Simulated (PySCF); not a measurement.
# Bond curve of NO⁺

Set-up: PySCF, no relativity, basis sets N def2-TZVP, O def2-TZVP. Energies in eV from N + O⁺ in their ground configurations at the same level. All curves are PBE0. state 1: ¹Σ⁺ (singlet), closed shell; state 2: triplet, unpaired electrons π ↑↑, a mixture of terms (⟨Lz²⟩ = 2.0), a second solution, started from another occupation.

| R (Å) | state 1 | state 2 |
| --- | --- | --- |
| 0.907 | -8.157 | 5.532 |
| 0.950 | -9.684 | 2.467 |
| 0.992 | -10.542 | 0.208 |
| 1.023 | -10.851 | -1.068 |
| 1.055 | -10.938 | -2.061 |
| 1.087 | -10.850 | -2.816 |
| 1.129 | -10.526 | -3.529 |
| 1.182 | -9.885 | -4.058 |
| 1.245 | -8.903 | -4.312 |
| 1.329 | -7.421 | -4.231 |

Q: Put a parabola through the three lowest points of the state 1 curve and estimate Re, k and ωe (reduced mass 7.466 u; 1 eV/Å² = 0.16022 mdyn/Å; ωe = 1302.8·√(k/μ) cm⁻¹).

A: Through R = 1.023, 1.055, 1.087 Å the second-order coefficient is 85.4 eV/Å², so Re ≈ 1.055 Å, k ≈ 27.4 mdyn/Å and ωe ≈ 2495 cm⁻¹. A polynomial fit of higher order to the unrounded PBE0 energies gives Re = 1.054 Å, k = 28.2 mdyn/Å, ωe = 2530 cm⁻¹; anharmonicity and rounding make the difference.

The higher-order fit for each curve: state 1: Re = 1.054 Å, ωe = 2530 cm⁻¹, De = 10.94 eV; state 2: Re = 1.268 Å, ωe = 1469 cm⁻¹, minimum 4.33 eV below the ground-state fragments.

For an ion De counts to the pair picked by the measured ionisation energies or electron affinities, which need not be the lowest pair at this level.
